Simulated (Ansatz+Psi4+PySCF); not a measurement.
The numbers below are computed, except where a source is named.
This PySCF input gave a total energy of -175.00334 hartree.

```python
from pyscf import gto, scf, mp

mol = gto.M(atom="""
B 0.000000 0.000000 0.000000
O 0.000000 1.335000 0.000000
O 0.000000 -1.195000 0.000000
""", basis='cc-pvtz', charge=0, spin=1)
mf = scf.UHF(mol)
mf.kernel()
pt = mp.MP2(mf, frozen=3).run()
print(mf.e_tot, pt.e_corr, pt.e_tot)
```

Task: Write an input for Ansatz with the same method and basis set.

Result:

```yaml
crystal:
  periodic: [false, false, false]
  atoms:
    - { symbol: B, position_ang: [0.0, 0.0, 0.0] }
    - { symbol: O, position_ang: [0.0, 1.335, 0.0] }
    - { symbol: O, position_ang: [0.0, -1.195, 0.0] }
basis:
  gaussian: { orbitals: cc-pVTZ }
magnetization:
  spin_polarized: true
  initial_magnetization: 1
hamiltonian:
  xc: hf
correlation:
  method: mp2
  frozen_orbitals: { B: 1, O: 1 }
scf:
  omitted_lower_state_checks: [stability, starts, atomic_configurations, cluster_reference, orbital_swaps, given_window_search, neighbouring_geometries, increment]
```

Ansatz (development build ahead of 0.2.0) gave -175.00334 hartree, 0.06 meV from the first.
